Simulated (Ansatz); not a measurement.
# Strength of the B–O bond: B(OH)O → OH + BO

Species: B(OH)O (oxoborinic acid), singlet; OH, doublet; BO, doublet. 

Shapes, held fixed at every level: PBE0-D4/def2-TZVP. Programs: Ansatz 0.2.0. The zero-point and thermal change to 298 K, harmonic and unscaled (PBE0-D4/def2-TZVP), is -13.6 kJ/mol.

Problem. Estimate ΔH(298 K) of this reaction.

Solution. The highest level, CCSD(T)/CBS estimate, gives ΔH(298 K) = +597.4 kJ/mol; the levels span +573.5 to +694.4. The column of differences is taken from that level and isn't an error. No measured value is set beside it here. Open shells run unrestricted unless RO is named. The CBS estimate extrapolates MP2 from def2-TZVPP and def2-QZVPP and adds CCSD(T) − MP2 in the triple-zeta set, cores frozen.

```
                level                    kind  ΔH(298 K) (kJ/mol)  less CCSD(T)/CBS estimate
     SPW92/def2-TZVPP                     LDA              +694.4                      +97.0
    PBE-D4/def2-TZVPP                     GGA              +604.5                       +7.1
   PBE0-D4/def2-TZVPP           global hybrid              +593.3                       -4.1
r2SCAN0-D4/def2-TZVPP           global hybrid              +573.5                      -23.9
   wB97X-V/def2-TZVPP  range-separated hybrid              +603.3                       +5.9
         MP2/def2-SVP     perturbation theory              +607.5                      +10.1
     CCSD(T)/def2-SVP   coupled cluster or CI              +577.7                      -19.7
 CCSD(T)/CBS estimate   coupled cluster or CI              +597.4                        0.0
```
